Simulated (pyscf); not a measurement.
F–Si(SiH₃)(SiH₃)–SiH₃ + silylene (SiH₂) [singlet] → F–Si(SiH₃)(SiH₃)–SiH₂–SiH₃ (insertion; singlet surface; H–Si broken, Si–Si, H–Si formed). Single points on ωB97X-D3(BJ)/def2-SVP structures (PySCF, gas phase). Energies in eV from the separated reactants.

| level | barrier | reaction energy |
|---|---|---|
| PBE/def2-TZVP | -0.05 | -2.58 |
| r²SCAN/def2-TZVP | -0.08 | -2.75 |
| B3LYP-D3(BJ)/def2-TZVP | -0.13 | -2.51 |
| PBE0-D3(BJ)/def2-TZVP | -0.16 | -2.75 |
| M06-2X/def2-TZVP | -0.12 | -2.47 |
| ωB97M-D3(BJ)/def2-TZVP | -0.10 | -2.42 |

On the reactant side the descent ends in an adduct with a F–Si contact (not fully relaxed), 0.60 eV under the separated species and 0.40 eV under the saddle at ωB97X-D3(BJ)/def2-TZVP. At PBE, r²SCAN, B3LYP-D3(BJ), PBE0-D3(BJ), M06-2X, ωB97M-D3(BJ) the saddle lies under the separated reactants, which points to a path from their complex (located at ωB97X-D3(BJ) alone). At ωB97X-D3(BJ)/def2-TZVP the barrier from the zero used here is -0.20 eV. One saddle was located; it need not be the lowest between these sides.
